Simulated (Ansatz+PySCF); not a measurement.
Values are calculated unless marked as measured or tabulated.
Input for PySCF 2.14.0:

```python
from pyscf import gto, scf, mp

# the (T+d) and (D+d) sets load through basis_set_exchange
mol = gto.M(atom="""
C 0.000000 0.010460 -0.502660
S 0.000000 0.786970 1.075350
H 0.000000 -0.329800 1.849140
H 0.000000 0.790720 -1.260080
H -0.888110 -0.629170 -0.580880
H 0.888110 -0.629170 -0.580880
""", basis={'C': 'cc-pvtz', 'H': 'cc-pvtz', 'S': 'cc-pv(t+d)z'}, charge=1, spin=1)
mf = scf.UHF(mol)
mf.kernel()
pt = mp.MP2(mf, frozen=6).run()
print(mf.e_tot, pt.e_corr, pt.e_tot)
```

The script is written out from the run's settings.

The run gave:

```
Converged                       : yes
Reference energy                : -437.45430 hartree
Correlation energy              : -0.32285 hartree
Total energy                    : -437.77715 hartree
Spin squared of the determinant : 0.767
```
